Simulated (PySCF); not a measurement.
Cyclopropylmethylamine, C₄H₉N.
Structure used (GFN2-xTB), in Å, numbered top down from 1:
```xyz
14
C4H9N angstrom
N      2.082    0.238    0.279
C      0.961   -0.595   -0.135
C     -0.303   -0.107    0.532
C     -1.152    0.924   -0.147
C     -1.639   -0.488   -0.027
H      2.936   -0.062   -0.176
H      1.909    1.202    0.015
H      0.811   -0.612   -1.229
H      1.178   -1.619    0.188
H     -0.208   -0.042    1.608
H     -1.626    1.685    0.454
H     -0.849    1.271   -1.124
H     -1.659   -1.096   -0.919
H     -2.443   -0.700    0.660
```

A PySCF run (density fitting, gas phase, GFN2-xTB geometry) gave HOMO -4.75 eV, LUMO 1.12 eV, dipole 1.01 D and E = -212.431 Eh.

Question: Which of these levels was it?
A. PBE0/pcJ-1
B. HSE06/6-31++G**
C. PBE0/pcSseg-1
D. PBE0/def2-SVPD
E. BLYP/cc-pVDZ

Answer: E. It is BLYP/cc-pVDZ. All candidates on this geometry:

```tsv
level and settings	kind	basis functions	SCF cycles	E (Eh)	HOMO (eV)	LUMO (eV)	dipole (D)
BLYP/cc-pVDZ, damping 0.1 at the start, DIIS from the seventh cycle	GGA	115	19	-212.4305	-4.75	1.12	1.01
HSE06/6-31++G**, energy threshold 1e-06 Eh	screened hybrid, exact exchange at short range	144	7	-212.3366	-6.39	-0.27	1.26
PBE0/def2-SVPD, fitting basis def2-universal-jkfit	global hybrid	172	9	-212.1667	-6.84	0.89	1.15
PBE0/pcSseg-1	global hybrid	130	12	-212.2743	-6.69	1.60	1.24
PBE0/pcJ-1	global hybrid	225	12	-212.3125	-6.67	1.66	1.24
```

The nearest other candidate, by the summed differences of HOMO and LUMO, is PBE0/def2-SVPD: its HOMO differs by -2.09 eV and its LUMO by -0.23 eV. Cycle counts include a coarse-grid stage where the run had one. All basis functions are spherical, in the Pople sets too.
